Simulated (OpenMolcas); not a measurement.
# P2H2 (phosphanylidenephosphane) at 5 levels

We compute a comparison of 5 runs (B3LYP/STO-3G, PBE/STO-3G, PBE0/STO-3G, MP2/STO-3G, CISD/STO-3G) of P2H2 (phosphanylidenephosphane). 

Program for the calculation: OpenMolcas 26.06.

1 further run of the same task is left out (it didn't finish).

**1. Starting point**

The species is P2H2 (4 atoms), meant as a singlet with charge 0. As SMILES, `[H]/P=P/[H]`. The shape is that of a GFN2-xTB optimisation.

Bond lengths: P1–P2 2.016 Å, P1–H3 1.403 Å, P2–H4 1.403 Å. Angles: P1–P2–H4 94.8°, P2–P1–H3 94.8°.

**2. The energy at B3LYP/STO-3G (run 1)**

File calc.input:

```
* H2P2 Kohn-Sham DFT
>>> EXPORT MOLCAS_PRINT=2

&GATEWAY
  BasLib=$CurrDir
  Coord
  4
  angstrom
  P       -0.024370      -1.003630       0.088350
  P        0.024420       1.003540      -0.088260
  H        1.037260      -1.067570       1.003320
  H       -1.037310       1.067660      -1.003410
  Basis=STO-3G
  Group=NoSym

&SEWARD
  GridInput
  Grid=UltraFine
  End of Grid

&SCF
  KSDFT=B3LYP
  Thresholds=1e-10 1e-07 1e-07 1e-05
  PrOrbitals=1 1
```

The basis set STO-3G is read from a file made from the Basis Set Exchange's data (not shown).

The run is started by

```
$ export MOLCAS_MEM=1860
$ pymolcas calc.input > calc.log
```

Log:

```text
--- Start Module: gateway ---
[...]
--- Stop Module: gateway /rc=_RC_ALL_IS_WELL_ ---
--- Start Module: seward ---
[...]
      Basis functions           20
--- Stop Module: seward /rc=_RC_ALL_IS_WELL_ ---
--- Start Module: scf ---
[...]
       Convergence after   8 Iterations
[...]
::    Total KS-DFT energy                            -676.1287977993
[...]
      Total spin, S                                     0.0000000000
[...]
      Total electronic charge=   32.000000
      Total            charge=   -0.000000
[...]
      Dipole Moment (debye):
      Origin of the operator (angstrom)=    0.0000   -0.0000    0.0000
                   X=  1.2393E-04               Y= -3.2544E-05               Z=  1.2763E-04           Total=  1.8085E-04
      Quadrupole Moment (debye*angstrom):
[...]
--- Stop Module: scf /rc=_RC_ALL_IS_WELL_ ---
[...]
```

It took 2.4 s on 1 thread of AMD EPYC 9R45 (Zen 5), shared host; peak memory 0.37 GiB.

**3. The energy at PBE/STO-3G (run 2)**

File calc.input:

```
* H2P2 Kohn-Sham DFT
&GATEWAY
BasLib=$CurrDir
Coord
4
angstrom
P       -0.024370      -1.003630       0.088350
P        0.024420       1.003540      -0.088260
H        1.037260      -1.067570       1.003320
H       -1.037310       1.067660      -1.003410
Basis=STO-3G
Group=NoSym
&SEWARD
GridInput
Grid=UltraFine
End of Grid
&SCF
KSDFT=PBE
Thresholds=1e-10 1e-07 1e-07 1e-05
PrOrbitals=1 1
```

The basis set STO-3G is read from a file made from the Basis Set Exchange's data (not shown).

The run is started by

```
$ export MOLCAS_MEM=1860
$ pymolcas calc.input > calc.log
```

Log:

```text
--- Start Module: gateway ---
[...]
--- Stop Module: gateway /rc=_RC_ALL_IS_WELL_ ---
--- Start Module: seward ---
[...]
      Basis functions           20
--- Stop Module: seward /rc=_RC_ALL_IS_WELL_ ---
--- Start Module: scf ---
[...]
       Convergence after  11 Iterations
[...]
::    Total KS-DFT energy                            -675.7851759897
[...]
      Total spin, S                                     0.0000000000
[...]
      Total electronic charge=   32.000000
      Total            charge=   -0.000000
[...]
      Dipole Moment (debye):
      Origin of the operator (angstrom)=    0.0000   -0.0000    0.0000
                   X=  1.2784E-04               Y= -2.3297E-05               Z=  1.2588E-04           Total=  1.8092E-04
      Quadrupole Moment (debye*angstrom):
[...]
--- Stop Module: scf /rc=_RC_ALL_IS_WELL_ ---
[...]
```

Run time: 2.6 s. Hardware: 1 thread of AMD EPYC 9R45 (Zen 5), shared host; peak memory 0.37 GiB.

**4. The energy at PBE0/STO-3G (run 3)**

File calc.input:

```
&GATEWAY
 BasLib=$CurrDir
 Coord
 4
 angstrom
 P       -0.024370      -1.003630       0.088350
 P        0.024420       1.003540      -0.088260
 H        1.037260      -1.067570       1.003320
 H       -1.037310       1.067660      -1.003410
 Basis=STO-3G
 Group=NoSym

&SEWARD
 GridInput
 Grid=UltraFine
 End of Grid

&SCF
 KSDFT=PBE0
 Thresholds=1e-10 1e-07 1e-07 1e-05
 PrOrbitals=1 1
```

The basis set STO-3G is read from a file made from the Basis Set Exchange's data (not shown).

The run is started by

```
$ export MOLCAS_MEM=1860
$ pymolcas calc.input > calc.log
```

Log:

```text
--- Start Module: gateway ---
[...]
--- Stop Module: gateway /rc=_RC_ALL_IS_WELL_ ---
--- Start Module: seward ---
[...]
      Basis functions           20
--- Stop Module: seward /rc=_RC_ALL_IS_WELL_ ---
--- Start Module: scf ---
[...]
       Convergence after   8 Iterations
[...]
::    Total KS-DFT energy                            -675.8756666481
[...]
      Total spin, S                                     0.0000000000
[...]
      Total electronic charge=   32.000000
      Total            charge=   -0.000000
[...]
      Dipole Moment (debye):
      Origin of the operator (angstrom)=    0.0000   -0.0000    0.0000
                   X=  1.1234E-04               Y= -1.4335E-05               Z=  1.1261E-04           Total=  1.5971E-04
      Quadrupole Moment (debye*angstrom):
[...]
--- Stop Module: scf /rc=_RC_ALL_IS_WELL_ ---
[...]
```

It took 2.3 s on 1 thread of AMD EPYC 9R45 (Zen 5), shared host; peak memory 0.37 GiB.

Run 4 isn't shown in full; the table further down has it.

**5. The energy at CISD/STO-3G (run 5)**

File calc.inp:

```
* H2P2 CISD

&GATEWAY
 BasLib=$CurrDir
 Coord
 4
 angstrom
 P       -0.024370      -1.003630       0.088350
 P        0.024420       1.003540      -0.088260
 H        1.037260      -1.067570       1.003320
 H       -1.037310       1.067660      -1.003410
 Basis=STO-3G
 Group=NoSym

&SEWARD

&SCF
 Thresholds=1e-10 1e-07 1e-07 1e-05
 PrOrbitals=1 1

&MOTRA
 Frozen=10

&GUGA
 Electrons=12
 Spin=1
 Inactive=6
 Active=0
 CIAll=1

&CPF
 SDCI
```

The basis set STO-3G is read from a file made from the Basis Set Exchange's data (not shown).

The run is started by

```
$ export MOLCAS_MEM=1860
$ pymolcas calc.inp > calc.log
```

Log:

```text
--- Start Module: gateway ---
[...]
--- Stop Module: gateway /rc=_RC_ALL_IS_WELL_ ---
[...]
      Basis functions           20
[...]
       Convergence after   9 Iterations
[...]
::    Total SCF energy                               -674.9202359681
[...]
      Total spin, S                                     0.0000000000
[...]
      *** WARNING: Default frozen orbitals is overwritten by user input.
      *** Default values:  10
[...]
--- Start Module: guga ---
[...]
--- Stop Module: guga /rc=_RC_ALL_IS_WELL_ ---
--- Start Module: cpf ---
[...]
      Active orbitals                            0       0
[...]
      Spin quantum number                      0.0
[...]
     FINAL CI ENERGY          -675.04068196
     FINAL CORRELATION ENERGY   -0.12044599  REFERENCE ENERGY    -674.92023597
[...]
     REL. CI ENERGY           -675.04068196
[...]
      Total electronic charge=   32.000000
      Total            charge=   -0.000000
[...]
      Dipole Moment (debye):
      Origin of the operator (angstrom)=    0.0000   -0.0000    0.0000
                   X=  1.0867E-04               Y= -6.7136E-05               Z=  1.1262E-04           Total=  1.7029E-04
      Quadrupole Moment (debye*angstrom):
[...]
--- Stop Module: cpf /rc=_RC_ALL_IS_WELL_ ---
[...]
```

Wall time 1.4 s (1 thread of AMD EPYC 9R45 (Zen 5), shared host); peak memory 0.37 GiB.

**6. Overview of the runs**

| run | level | integration grid | frozen core orbitals | energy (Eh) | dipole moment (D) of the reference | HOMO energy (eV) | LUMO energy (eV) | wall time |
| --- | --- | --- | --- | --- | --- | --- | --- | --- |
| 1 | B3LYP/STO-3G | UltraFine | – | -676.128798 | 0.00 | -3.56 | 1.15 | 2.4 s |
| 2 | PBE/STO-3G | UltraFine | – | -675.785176 | 0.00 | -2.55 | 0.49 | 2.6 s |
| 3 | PBE0/STO-3G | UltraFine | – | -675.875667 | 0.00 | -3.78 | 1.32 | 2.3 s |
| 4 | MP2/STO-3G | – | 10 | -675.023992 | 0.00 | -5.86 | 4.98 | 1.3 s |
| 5 | CISD/STO-3G | – | 10 | -675.040682 | 0.00 | -5.86 | 4.98 | 1.4 s |

**7. What came out**

| quantity | value |
| --- | --- |
| run 5: total energy | -675.04068 Eh |
| run 5: dipole moment (mean-field density) | 0.00 D |
| run 5: HOMO energy (Hartree–Fock orbitals) | -5.86 eV |
| run 5: LUMO energy (Hartree–Fock orbitals) | 4.98 eV |
| run 5: HOMO–LUMO gap (Hartree–Fock orbitals) | 10.84 eV |
| run 5: correlation energy (10 core orbitals frozen) | -120.4 mEh |

In words: Over runs 1, 2, 3 the HOMO–LUMO gap runs from 3.04 eV (PBE/STO-3G) to 5.10 eV (PBE0/STO-3G). Totals of different functionals can't be ranked against each other. In runs 1, 2, 3, 4, 5 the basis is minimal, so the values are rough. All runs together took 10 s, the longest 2.6 s.
